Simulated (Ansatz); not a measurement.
Nb$_{4}$C$_{3}$: computed properties

The calculation used Ansatz, DFT r2SCAN, scalar-relativistic, plane waves, PAW.

Plane waves to 500 eV, a k mesh through Γ of 15×15×15 on the computed 7-atom cell and Gaussian smearing (0.10 eV); no spin polarisation.

The structure is relaxed at this level of theory with its symmetry kept. Whether it is the stable form of this composition wasn't checked.

```
CELL_PARAMETERS angstrom
1.57227 0.90775 10.22871
-1.57227 0.90775 10.22871
0.00000 -1.81550 10.22871
ATOMIC_POSITIONS crystal
Nb 0.37706 0.37706 0.37706
Nb 0.62294 0.62294 0.62294
Nb 0.12431 0.12431 0.12431
Nb 0.87569 0.87569 0.87569
C 0.24753 0.24753 0.24753
C 0.00000 0.00000 0.00000
C 0.75247 0.75247 0.75247
```

```
Space group                                                       : R-3m (No. 166)
Volume per atom                                                   : 84.4 bohr³
Formation energy from the elements' standard states (uncorrected) : -0.624 eV/atom
Generalised Kohn–Sham band gap                                    : none (metal)
Density of states at the Fermi level                              : 2.86 states/eV per cell
Löwdin character within 0.5 eV of the Fermi level                 : Nb 4d 84 %, C 2p 9 %
Bader charges (e)                                                 : Nb (2 in the cell) 1.83, Nb (2 in the cell) 0.96, C (2 in the cell) -1.89, C (1 in the cell) -1.81
```

Cost: 1 run of about 13 core-minutes, on Intel Xeon Platinum 8259CL (Skylake/Cascade Lake) (shared hosts).